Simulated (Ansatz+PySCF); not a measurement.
**singlet LiH: levels of theory in one basis**

```yaml
atoms:
  - { symbol: Li, position_ang: [0.0000, 0.0000, -0.5792] }
  - { symbol: H, position_ang: [0.0000, 0.0000, 1.7376] }
```

Basis set: 6-31G (spherical functions). All electrons are correlated. Charge 0, multiplicity 1.

Computed with Ansatz (development build ahead of 0.2.0); each method stands on the lowest determinant of its kind that the runs found.

```csv
method,E − E(RHF) (eV),<S²> of the determinant
RHF,0.00,0.00
UHF,-0.03,0.26
UHF-MP2,-0.31,0.26
RHF-CCSD,-0.73,–
RHF-CCSD(T),-0.73,–
full CI (lowest root of this spin),-0.73,–
```

**Question.** What does RHF-MP2 give on the same scale?

**Answer.** -0.42 eV.

At such a shape the full CI root can have another spatial symmetry than the determinants, so the rows needn't describe one state.

**Question.** Is a single determinant a sound starting point here?

**Answer.** Only with care. Unrestricted orbitals gain 0.03 eV and <S²> is 0.26 against 0.00 for a pure state, so spin symmetry breaks but gains little energy; restricted orbitals can still serve.

Caution for UHF, UHF-MP2: the unrestricted determinant is spin contaminated. Caution for RHF-MP2, UHF-MP2, RHF-CCSD, RHF-CCSD(T): bonds are stretched, where a single reference can fail. Caution for UHF-MP2: another reference gives a lower total.
